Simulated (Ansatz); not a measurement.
# Which is lower?

Two relaxed structures of CHB$_{2}$ (charge -1), closed shell (PBE0-D4/def2-TZVPD; forces vanish, vibrations not checked).

A:

B1  (-0.593, -0.536, 0.968)
B2  (1.407, -0.057, 0.232)
C3  (0.018, 0.052, -0.091)
H4  (-1.158, -1.044, 1.878)
(Å)

B:

```xyz
4
angstrom
B -0.4175 -0.5929 1.0369
B 1.0455 -0.1786 0.4436
C 0.0707 0.2231 -0.3998
H -0.6987 0.5485 -1.0807
```

Ansatz 0.2.0; basis: def2-TZVPPD; cores frozen in the correlated methods. B3LYP uses VWN-RPA correlation.

(1) Which structure is lower at CCSD(T), and by how much? (Judge from chemistry; the value comes from the calculation.)

The T1 diagnostic stays at or below 0.021. The restricted Hartree–Fock reference is unstable towards an unrestricted one at one or more of these structures.

## Answers

(1) By the calculation: A, by 1.354 eV (electronic energy, against the other). By their contacts, A is CHB₂ ([B][C][BH]), total charge -1 and B is CHB₂ ([B]1[B][CH]1), total charge -1.

All methods give the same order:

```
   method  E(B) − E(A) (eV)
   PBE-D4             1.319
r2SCAN-D4             1.403
  PBE0-D4             1.372
 B3LYP-D4             1.518
  wB97M-V             1.450
       HF             1.738
      MP2             1.408
     CCSD             1.405
  CCSD(T)             1.354
```

Labels in which every atom is bracketed show which atoms are joined, not bond orders.

For scale, one of the runs: CCSD(T)/def2-TZVPPD, 128 basis functions, launched by `ansatz run in.yaml --threads 2 --pin off --events-out ev --progress --plain --max-ram 4352MiB`. The run took 7 s on 2 CPU threads of an Arm Neoverse V1 (shared host), with 0.61 GiB of host memory at its peak.
